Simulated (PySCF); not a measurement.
## Basis-set dependence of population analyses: `Sc1cccs1`

Species: C4H4S2.
SMILES with atom numbers: `[SH:1][c:2]1[cH:3][cH:4][cH:5][s:6]1` (hydrogens: H7 on S1; H8 on C3; H9 on C4; H10 on C5)

PBE0 throughout (PySCF), one geometry, spherical d and f functions. One conformer (not necessarily the lowest) at the PBE0-D3(BJ)/def2-SVP geometry, without solvent, vibrations or thermal averaging. The first 7 of 10 kinds of atom are listed.

Mulliken charges (e):

```csv
basis,functions,S1,C2,C3,C4,C5,S6,H7
pcSseg-0,70,+0.111,-0.785,-0.097,-0.187,-0.581,+0.542,+0.196
cc-pVDZ,112,-0.028,-0.331,+0.090,+0.023,-0.150,+0.202,+0.110
pcSseg-1,136,+0.016,-0.539,+0.041,-0.070,-0.280,+0.327,+0.153
aug-cc-pVDZ,182,+0.083,-0.213,+0.464,+0.648,-0.174,+0.321,+0.148
cc-pVTZ,244,-0.125,-0.087,-0.112,-0.143,-0.155,+0.107,+0.114
IGLO-III,268,+0.140,-0.275,-0.138,-0.118,-0.217,+0.345,-0.019
```

IAO charges (e):

| basis | functions | S1 | C2 | C3 | C4 | C5 | S6 | H7 |
| --- | --- | --- | --- | --- | --- | --- | --- | --- |
| pcSseg-0 | 70 | -0.005 | -0.290 | -0.164 | -0.181 | -0.301 | +0.311 | +0.113 |
| cc-pVDZ | 112 | +0.002 | -0.282 | -0.172 | -0.182 | -0.313 | +0.347 | +0.099 |
| pcSseg-1 | 136 | +0.008 | -0.295 | -0.171 | -0.183 | -0.317 | +0.354 | +0.099 |
| aug-cc-pVDZ | 182 | -0.006 | -0.281 | -0.178 | -0.187 | -0.318 | +0.348 | +0.107 |
| cc-pVTZ | 244 | +0.002 | -0.291 | -0.175 | -0.185 | -0.323 | +0.359 | +0.101 |
| IGLO-III | 268 | +0.012 | -0.298 | -0.177 | -0.188 | -0.329 | +0.371 | +0.097 |

Which scheme is steadiest as the basis changes?

Largest range over the bases for any column: IAO 0.06 e, Mulliken 0.84 e. IAO charges move least and Mulliken charges most, counted in e.

How much do the charges still move between the two largest bases, cc-pVTZ and IGLO-III?

At most, over all atoms: Mulliken 0.265 e, IAO 0.012 e.

What do the same runs give for the total energy, the frontier levels and the dipole moment?

| basis | energy (Eh) | HOMO (eV) | LUMO (eV) | μ (D) |
| --- | --- | --- | --- | --- |
| pcSseg-0 | -949.4376 | -7.14 | -0.95 | 1.98 |
| cc-pVDZ | -950.7526 | -6.75 | -0.71 | 1.47 |
| pcSseg-1 | -950.6803 | -6.93 | -0.93 | 1.54 |
| aug-cc-pVDZ | -950.7641 | -6.89 | -0.97 | 1.52 |
| cc-pVTZ | -950.8247 | -6.85 | -0.88 | 1.52 |
| IGLO-III | -950.8172 | -6.83 | -0.86 | 1.33 |

The dipole is fixed by the density alone, so its range of 0.65 D shows that the density itself changes with the basis, not only its division among atoms.
